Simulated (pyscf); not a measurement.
Single points on ωB97X-D3(BJ)/def2-SVP structures (PySCF, gas phase).

Question: PBE/def2-TZVP puts the barrier of PH₃ (SMILES P) + HO–SiH₃ (SMILES O[SiH3]) -> H₃Si–O–PH₂ (SMILES [SiH3]OP) + H₂ (SMILES [H][H]) (four-centre exchange; singlet surface; H–P, H–O broken, O–P, H–H formed) at 58.8 kcal/mol and the reaction energy at +7.8 kcal/mol, from the separated reactants. What do B3LYP-D3(BJ)/def2-TZVP, PBE0-D3(BJ)/def2-TZVP, ωB97M-D3(BJ)/def2-TZVP give on the same structures?

Answer: B3LYP-D3(BJ): ΔE‡ = 64.2 kcal/mol, ΔE = +5.1 kcal/mol; PBE0-D3(BJ): ΔE‡ = 62.9 kcal/mol, ΔE = +7.4 kcal/mol; ωB97M-D3(BJ): ΔE‡ = 66.2 kcal/mol, ΔE = +6.3 kcal/mol. PBE's barrier lies under all of them, by 4.1 to 7.4 kcal/mol. Its reaction energy lies over all of them, by 0.4 to 2.7 kcal/mol. Low barriers are usual for a GGA, whose delocalisation error favours stretched bonds. The same reactants have a lower exit, to HO–SiH₂–PH₂ + H₂ (barrier +58.8 kcal/mol at ωB97M-D3(BJ)/def2-TZVP, against +66.2 kcal/mol here). H₃Si–O–PH₂ lies 5.7 kcal/mol over its isomer HO–SiH₂–PH₂ (electronic energy, ωB97M-D3(BJ)/def2-TZVP). This is the saddle that the search found; another between the same sides may lie lower.
